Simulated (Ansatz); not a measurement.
**CH₃BN radical (SMILES [BH]C=N): one structure at several levels**

One table from this session's results is given with a row withheld; the runs are named, their logs left out.

Computed with Ansatz 0.2.0, Gaussian basis. Level: single points in def2-TZVPP.

Correlated methods freeze the cores. Orbitals are unrestricted.

## Starting geometry

SMILES `[BH]C=N`, 6 atoms, charge 0, spin multiplicity 2.

Atoms are counted from 1 here; the program's logs count them from 0.

Bond lengths: B1–C2 1.599 Å, B1–H4 1.072 Å, C2–N3 1.305 Å, C2–H5 1.167 Å, N3–H6 0.947 Å. Angles: C2–B1–H4 163.9°, B1–C2–N3 133.4°, B1–C2–H5 94.2°, N3–C2–H5 131.3°, C2–N3–H6 96.4°.

Geometry (Å):

```
B    -1.16020    0.22770   -0.63050
C     0.23920    0.05490    0.12300
N     0.57570   -0.41450    1.29370
H    -1.96410    0.16480   -1.33660
H     0.87730    0.28940   -0.82580
H     1.51090   -0.31610    1.18190
```

The first run:

run/in.yaml reads:

```yaml
crystal:
  periodic: [false, false, false]
  atoms:
    - {symbol: B, position_ang: [-1.160200, 0.227700, -0.630500]}
    - {symbol: C, position_ang: [0.239200, 0.054900, 0.123000]}
    - {symbol: N, position_ang: [0.575700, -0.414500, 1.293700]}
    - {symbol: H, position_ang: [-1.964100, 0.164800, -1.336600]}
    - {symbol: H, position_ang: [0.877300, 0.289400, -0.825800]}
    - {symbol: H, position_ang: [1.510900, -0.316100, 1.181900]}
basis:
  gaussian: {orbitals: def2-TZVPP}
magnetization: {spin_polarized: true, initial_magnetization: 1}
correlation: {method: ccsd_t}
scf: {omitted_lower_state_checks: [cluster_reference]}
output: {forces: true}
```

The command line of these runs was not kept.

Steps of the session up to this table: CCSD(T)/def2-TZVPP; PBE0-D4/def2-TZVPP; wB97M-V/def2-TZVPP; r2SCAN-D4/def2-TZVPP; PBE-D4/def2-TZVPP; wB97X-V/def2-TZVPP; r2SCANh-D4/def2-TZVPP.

One of the session's tables, all rows but one given; the rest of the session is left out.

```
    method  RMS force component (eV/Å)  angle to CCSD(T) forces (°)  dipole (D)
   CCSD(T)                       2.548                    reference        2.38
   PBE0-D4                           ?                            ?           ?
   wB97M-V                       2.588                          4.1        2.54
 r2SCAN-D4                       2.622                          3.6        2.41
    PBE-D4                       2.656                          4.3        2.37
   wB97X-V                       2.636                          3.2        2.56
r2SCANh-D4                       2.622                          4.2        2.44
```

Q: Estimate the row for PBE0-D4 from the others.

The run gave: RMS force component (eV/Å): 2.636; angle to CCSD(T) forces (°): 4.5; dipole (D): 2.48.

Caveats from the session: The unrestricted reference is spin-contaminated, which hurts MP2 most.
